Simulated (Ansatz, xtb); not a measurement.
## Two isomers of C3H5FS

We compare X, `F[C@@H]1C[C@H]1S`, a singlet, with Y, `FC1(S)CC1`, a singlet. Both are isolated molecules in the gas phase, relaxed with B3LYP-D3(BJ)/def2-SVP; the shapes shown needn't be the lowest conformers.

X (Å):

```yaml
atoms:
  - { symbol: C, position_ang: [-0.0491, 0.6780, -2.4713] }
  - { symbol: C, position_ang: [-0.0970, -0.7530, -2.0572] }
  - { symbol: C, position_ang: [-0.7840, 0.3137, -1.2174] }
  - { symbol: F, position_ang: [-0.7912, 1.0631, -3.5469] }
  - { symbol: S, position_ang: [-0.0985, 0.8609, 0.3534] }
  - { symbol: H, position_ang: [0.8914, 1.2339, -2.3967] }
  - { symbol: H, position_ang: [0.8167, -1.2115, -1.6706] }
  - { symbol: H, position_ang: [-0.7529, -1.4116, -2.6334] }
  - { symbol: H, position_ang: [-1.8745, 0.3565, -1.3033] }
  - { symbol: H, position_ang: [-0.3298, -0.2846, 1.0381] }
```

Y (Å):

```xyz
10

C    -0.8263    0.3141   -1.6729
C     0.2154   -0.7564   -1.7569
C     0.1262    0.1397   -0.5325
F    -2.1058   -0.1258   -1.4543
S    -0.7269    1.8141   -2.6471
H    -1.0174    1.2394   -3.8394
H    -0.1489   -1.7822   -1.6535
H     1.0493   -0.6176   -2.4485
H    -0.3035   -0.2920    0.3752
H     0.9012    0.8931   -0.3729
```

Quicker runs give these differences E(Y) − E(X): GFN2-xTB −0.27 kcal/mol; HF/STO-3G −3.60 kcal/mol (at GFN2-xTB geometries); r2SCAN-D4/def2-SVP −2.32 kcal/mol (at GFN2-xTB geometries).

Question: Estimate E(Y) − E(X) at the level CCSD(T)/def2-SVP + ΔMP2/def2-TZVPP.

Answer: CCSD(T)/def2-SVP + ΔMP2/def2-TZVPP gives E(Y) − E(X) = −1.68 kcal/mol, slightly favouring structure Y, which is too small a margin to settle the true order.

How the difference moves with the method:

| level | geometry | E(Y) − E(X) (kcal/mol) | departure from the last row (kcal/mol) | job, with rough time for the two |
| --- | --- | --- | --- | --- |
| GFN2-xTB | GFN2-xTB | −0.27 | +1.41 | optimisation, 0.14 s |
| HF/STO-3G | GFN2-xTB | −3.60 | −1.92 | single point, 0.28 s |
| r2SCAN-D4/def2-SVP | GFN2-xTB | −2.32 | −0.64 | single point, 4 s |
| B3LYP-D3(BJ)/def2-SVP | B3LYP-D3(BJ)/def2-SVP | −1.65 | +0.03 | optimisation, 31 s |
| HF/def2-SVP | B3LYP-D3(BJ)/def2-SVP | −0.28 | +1.40 | part of the CCSD(T) run |
| MP2/def2-SVP | B3LYP-D3(BJ)/def2-SVP | −1.90 | −0.22 | part of the CCSD(T) run |
| CCSD(T)/def2-SVP | B3LYP-D3(BJ)/def2-SVP | −1.81 | −0.13 | single point |
| CCSD(T)/def2-SVP + ΔMP2/def2-TZVPP | B3LYP-D3(BJ)/def2-SVP | −1.68 |  | single point, 28 s |

As drawn, both hold the same kinds of bond in the same numbers.

GFN2-xTB, HF/def2-SVP find them nearly level. The largest departure from CCSD(T)/def2-SVP + ΔMP2/def2-TZVPP is that of HF/STO-3G, 1.92 kcal/mol. The last row adds to CCSD(T) the change of the MP2 difference between the two basis sets, here +0.13 kcal/mol.

With harmonic frequencies from B3LYP-D3(BJ)/def2-SVP (ideal gas, rigid rotor, one conformer each, 298.15 K, 1 atm): on the last row, ΔE + ΔZPE = −1.90, ΔH = −1.97, ΔG = −1.66 kcal/mol.

The correlated steps freeze 9 core orbitals. Programs: Ansatz 0.2.0, xtb 6.7.1; the last row on 2 threads of Arm Neoverse V1 on a shared host.
